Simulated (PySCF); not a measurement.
## How the method changes the constants of BCl⁻

State: ²Π (doublet), unpaired electrons π ↑. Set-up: basis B def2-TZVPPD, Cl def2-TZVPPD; no relativity; PySCF 2.14. De refers to B + Cl⁻ in their high-spin ground configurations, without counterpoise correction. The functionals are run spin-unrestricted. A positive dipole points towards Cl; it is taken about the centre of mass and depends on that origin.

| Level | Re (Å) | ωe (cm⁻¹) | De (eV) | μ (D) |
| --- | --- | --- | --- | --- |
| UHF | 1.959 | 416 | n/a | 4.77 |
| UHF-MP2 | 1.888 | 520 | 1.52 | n/a |
| UHF-SCS-MP2 | 1.902 | 501 | 1.39 | n/a |
| UHF-CCSD | 1.912 | 491 | n/a | n/a |
| UHF-CCSD(T) | 1.911 | 495 | 1.46 | n/a |
| PBE | 1.900 | 504 | 1.89 | 5.29 |
| PBEsol | 1.880 | 531 | 2.09 | 5.45 |
| PW91 | 1.900 | 502 | 1.89 | 5.24 |
| BP86 | 1.911 | 489 | 1.80 | 5.28 |
| r²SCAN | 1.900 | 504 | 1.81 | 5.35 |
| M06-L | 1.886 | 515 | 1.66 | 5.52 |
| PBE0 | 1.890 | 516 | 1.77 | 5.28 |
| M06 | 1.896 | 509 | 1.56 | 5.30 |
| LC-ωPBE | 1.876 | 538 | 1.65 | 5.40 |

Which functional lies closest to UHF-CCSD(T) in De, which farthest, and by how much do they differ from it?

Closest is M06 (-1.5 pm in Re, +2.8 % in ωe, +0.10 eV in De against UHF-CCSD(T) in the same basis), farthest PBEsol (-3.1 pm in Re, +7.3 % in ωe, +0.63 eV in De). CCSD(T) converges more slowly with the basis than the functionals do and binds too weakly in this one, so the order can change at the basis-set limit.

What does second-order correlation do here, going from UHF to UHF-MP2?

UHF-MP2 less UHF: -7.1 pm in Re, +25.0 % in ωe. Correlation nearly always deepens the well. The bond shortens, as in weak, metallic or heavy-atom bonds, where dispersion and the correlation of outer-core electrons pull the atoms together.

What does the triples do here, going from UHF-CCSD to UHF-CCSD(T)?

UHF-CCSD(T) less UHF-CCSD: -0.1 pm in Re, +0.8 % in ωe. Correlation nearly always deepens the well. The bond length hardly moves.

Correlated steps freeze 6 core orbitals. For an ion De counts to the pair picked by the measured ionisation energies or electron affinities, which need not be the lowest pair at this level. The highest Kohn–Sham level is positive in this anion. Much of that is self-interaction error, but it also means that the finite basis helps to hold the extra electron. The state was picked by a PBE0 search and need not be the measured ground state.

The whole job (state search and all levels along the bond) took about 3.6 min on 2 threads of AMD EPYC 7R13 (shared host), peak memory 3 GiB.
